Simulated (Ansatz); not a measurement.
Changing the shape of AlO, doublet

Calculated in Ansatz's Gaussian-basis code. Basis def2-SVP, nonrelativistic, 6 orbitals frozen in the corrections; active space CAS(9,8). Restricted Hartree–Fock, then the lowest state-specific CASSCF solution met for each case. Small basis; these aren't basis-limit values. On stretched bonds single-reference methods can fail or change state. Unlike active orbitals can shift such differences by tenths of an eV, at times by over 1 eV.

Case A: bond length 1.6180 Å.

Case B: bond length 3.2360 Å. A bond is stretched, to 1.73 times the sum of the covalent radii.

Energy less that of case A, in eV:

```csv
case,RHF/ROHF,CASSCF
B,+3.932,+4.395
```

Question: What does SC-NEVPT2 give for these differences?

Answer: B: +3.977 eV (91.7 kcal/mol).
